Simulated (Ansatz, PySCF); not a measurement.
Gas-phase reaction in SMILES: C#CC → C#CC as doublet, charge +1 + e-
Each molecule is optimised on its own at B3LYP-D3(BJ)/def2-TZVP (Ansatz, a program for electronic structure). A spin state is the lowest found, not a proven ground state.
Geometry of the first species:
```xyz
7

C     -0.0011    -0.0004     0.2181
C     -0.0068    -0.0029     1.4176
C      0.0060     0.0025    -1.2360
H     -0.0119    -0.0051     2.4795
H      0.0152     1.0232    -1.6237
H      0.8874    -0.5130    -1.6226
H     -0.8790    -0.5002    -1.6311
```

Quantity: adiabatic ionisation energy (electronic energy difference), in eV. Valence correlation only, unless marked. UHF or UKS for open shells. Spin-orbit coupling is left out. Non-relativistic. CBS(X,Y): correlation extrapolated as X^-3; Hartree-Fock from the larger set. [CCSD(T)-MP2]/basis is that difference in the basis named.

```tsv
level	program	adiabatic ionisation energy (eV)
HF-D3(BJ)/def2-TZVPD	PySCF + dftd3	[?]
revPBE-D4/def2-TZVPD	Ansatz + dftd4	[?]
TPSS/def2-TZVPD	PySCF	9.97
TPSS-D4/def2-TZVPD	PySCF + dftd4	10.00
r2SCAN-D4/def2-TZVPD	Ansatz + dftd4	9.97
B3LYP/def2-TZVPD	Ansatz	10.14
PBE0/def2-SVP	Ansatz	10.07
TPSSh-D3(BJ)/def2-TZVPD	PySCF + dftd3	10.00
HSE06-D3(BJ)/def2-TZVPD	Ansatz + dftd3	10.07
RPA@PBE/cc-pVQZ	Ansatz	[?]
SCS-MP2/STO-3G	Ansatz	9.08
CCSD/aug-cc-pVDZ	Ansatz	[?]
RI-MP2/CBS(cc-pVTZ,cc-pVQZ)+[CCSD(T)-MP2]/cc-pVTZ	Ansatz	10.46
```

Fill in the missing entries.


- HF-D3(BJ)/def2-TZVPD, adiabatic ionisation energy (eV): 8.98
- revPBE-D4/def2-TZVPD, adiabatic ionisation energy (eV): 10.02
- RPA@PBE/cc-pVQZ, adiabatic ionisation energy (eV): 10.57
- CCSD/aug-cc-pVDZ, adiabatic ionisation energy (eV): 10.11
